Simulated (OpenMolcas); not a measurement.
**One shape, several levels: singlet [NH2]+**

We compute a comparison of 6 runs (HF/def2-TZVPPD, B3LYP/6-31G*, B2PLYP/def2-TZVPPD, BLYP/def2-TZVPPD, PBE0/def2-TZVPPD, r2SCAN/def2-TZVPPD) of singlet [NH2]+. 

The calculation is run with OpenMolcas 26.06.

1 further run of the same task is left out (set aside as unsound or not needed).

**1. Starting point**

[NH2]+: 3 atoms, total charge +1, spin state singlet. SMILES of the parent species: `[NH2]`. The shape is that of a PBE0-D4/def2-TZVP optimisation. That shape belongs to the parent species and isn't relaxed for this state.

Bond lengths: N1–H2 1.027 Å, N1–H3 1.027 Å. Angles: H2–N1–H3 103.1°.

**2. A single-point energy at HF/def2-TZVPPD (run 1)**

test.input

```
* H2N Hartree-Fock

&gateway
 baslib=$CurrDir
 coord
 3
 angstrom
 N        0.337090      -0.200010       0.166180
 H        0.130750       0.805920       0.159430
 H       -0.467840      -0.605900      -0.325600
 basis=def2-TZVPPD
 group=NoSym

&seward

&scf
 charge=1
 thresholds=1e-10 1e-07 1e-07 1e-05
 prorbitals=0
```

The basis set def2-TZVPPD is read from a file made from the Basis Set Exchange's data (not shown).

Started as:

```sh
export MOLCAS_MEM=1860
pymolcas test.input > test.log
```

The log of the run:

```text
--- Start Module: gateway ---
[...]
--- Stop Module: gateway /rc=_RC_ALL_IS_WELL_ ---
--- Start Module: seward ---
[...]
      Basis functions           71
--- Stop Module: seward /rc=_RC_ALL_IS_WELL_ ---
[...]
--- Start Module: scf ---
[...]
       Convergence after  13 Iterations
[...]
::    Total SCF energy                                -55.1560211938
[...]
      Total spin, S                                     0.0000000000
[...]
      Total electronic charge=    8.000000
      Total            charge=    1.000000
[...]
      Dipole Moment (debye):
      Origin of the operator (angstrom)=    0.2735   -0.1623    0.1348
                   X= -1.8529E+00               Y=  1.0994E+00               Z= -9.1344E-01           Total=  2.3402E+00
      Center of Charge (angstrom)
[...]
--- Stop Module: scf /rc=_RC_ALL_IS_WELL_ ---
[...]
```

Run time: 3.6 s. Hardware: 1 thread of Arm Neoverse V1, shared host; peak memory 0.42 GiB.

**3. A single-point energy at B3LYP/6-31G(d) (Cartesian functions) (run 2)**

run.input

```
&GATEWAY
BasLib
$CurrDir
BasisSet
N.6-31Gs....
N1 0.337090 -0.200010 0.166180 angstrom
End of Basis
BasisSet
H.6-31Gs....
H2 0.130750 0.805920 0.159430 angstrom
H3 -0.467840 -0.605900 -0.325600 angstrom
End of Basis
&SEWARD
GridInput
Grid=UltraFine
End of Grid
&SCF
Charge
1
KSDFT
B3LYP
Thresholds
1e-10 1e-07 1e-07 1e-05
PrOrbitals
1 1
```

The basis set 6-31G* is read from a file made from the Basis Set Exchange's data (not shown).

Started as:

```sh
export MOLCAS_MEM=1860
pymolcas run.input > run.log
```

The log of the run:

```text
--- Start Module: gateway ---
[...]
--- Stop Module: gateway /rc=_RC_ALL_IS_WELL_ ---
--- Start Module: seward ---
[...]
      Basis functions           19
--- Stop Module: seward /rc=_RC_ALL_IS_WELL_ ---
--- Start Module: scf ---
[...]
       Convergence after  13 Iterations
[...]
::    Total KS-DFT energy                             -55.4083642318
[...]
      Total spin, S                                     0.0000000000
[...]
      Total electronic charge=    8.000000
      Total            charge=    1.000000
[...]
      Dipole Moment (debye):
      Origin of the operator (angstrom)=    0.2735   -0.1623    0.1348
                   X= -1.9622E+00               Y=  1.1643E+00               Z= -9.6733E-01           Total=  2.4782E+00
      Center of Charge (angstrom)
[...]
--- Stop Module: scf /rc=_RC_ALL_IS_WELL_ ---
[...]
```

It took 4.2 s on 1 thread of Arm Neoverse V1, shared host; peak memory 0.37 GiB.

Runs 3 to 5 aren't shown in full; the table further down has their settings and results.

**4. The energy at r2SCAN/def2-TZVPPD (run 6)**

mol.inp

```
>>> EXPORT MOLCAS_PRINT=2

&GATEWAY
 BASLIB=$CurrDir
 COORD
 3
 angstrom
 N        0.337090      -0.200010       0.166180
 H        0.130750       0.805920       0.159430
 H       -0.467840      -0.605900      -0.325600
 BASIS=def2-TZVPPD
 GROUP=NoSym

&SEWARD
 GRIDINPUT
 Grid=UltraFine
 End of Grid

&SCF
 CHARGE=1
 KSDFT=2
 1.0 MGGA_X_R2SCAN
 1.0 MGGA_C_R2SCAN
 THRESHOLDS=1e-10 1e-07 1e-07 1e-05
 PRORBITALS=1 1
```

The basis set def2-TZVPPD is read from a file made from the Basis Set Exchange's data (not shown).

Started as:

```sh
export MOLCAS_MEM=1860
pymolcas mol.inp > mol.log
```

The log of the run:

```text
--- Start Module: gateway ---
[...]
--- Stop Module: gateway /rc=_RC_ALL_IS_WELL_ ---
--- Start Module: seward ---
[...]
      Basis functions           71
--- Stop Module: seward /rc=_RC_ALL_IS_WELL_ ---
[...]
--- Start Module: scf ---
[...]
       Convergence after  13 Iterations
[...]
::    Total KS-DFT energy                             -55.3940095256
[...]
      Total spin, S                                     0.0000000000
[...]
      Total electronic charge=    8.000000
      Total            charge=    1.000000
[...]
      Dipole Moment (debye):
      Origin of the operator (angstrom)=    0.2735   -0.1623    0.1348
                   X= -1.7736E+00               Y=  1.0524E+00               Z= -8.7433E-01           Total=  2.2400E+00
      Center of Charge (angstrom)
[...]
--- Stop Module: scf /rc=_RC_ALL_IS_WELL_ ---
[...]
```

It took 14 s on 1 thread of Arm Neoverse V1, shared host; peak memory 0.42 GiB.

**5. Overview of the runs**

```csv
run,level,Cartesian functions,integration grid,energy (Eh),HOMO energy (eV),LUMO energy (eV),HOMO–LUMO gap (eV),wall time
1,HF/def2-TZVPPD,no,–,-55.156021,-25.55,-9.98,15.57,3.6 s
2,B3LYP/6-31G* (Cartesian functions),yes,UltraFine,-55.408364,-20.52,-16.73,3.79,4.2 s
3,B2PLYP/def2-TZVPPD,no,UltraFine,-55.393467,-22.65,-13.89,8.76,11 s
4,BLYP/def2-TZVPPD,no,UltraFine,-55.419745,-18.97,-18.12,0.85,11 s
5,PBE0/def2-TZVPPD,no,UltraFine,-55.365643,-20.86,-16.36,4.50,11 s
6,r2SCAN/def2-TZVPPD,no,UltraFine,-55.394010,-19.43,-17.64,1.79,14 s
```

**6. Summary of results**

| quantity | value |
| --- | --- |
| run 6: total energy | -55.39401 Eh |
| run 6: HOMO energy | -19.43 eV |
| run 6: LUMO energy | -17.64 eV |
| run 6: HOMO–LUMO gap | 1.79 eV |

What this shows: The HOMO–LUMO gap runs from 0.85 eV (BLYP/def2-TZVPPD) to 15.57 eV (HF/def2-TZVPPD). Exact exchange widens orbital gaps. For B2PLYP the log adds the whole second-order term; the table takes 0.27 of it, as the functional is defined. Totals of different functionals can't be ranked against each other. All runs together took 54 s, the longest 14 s.
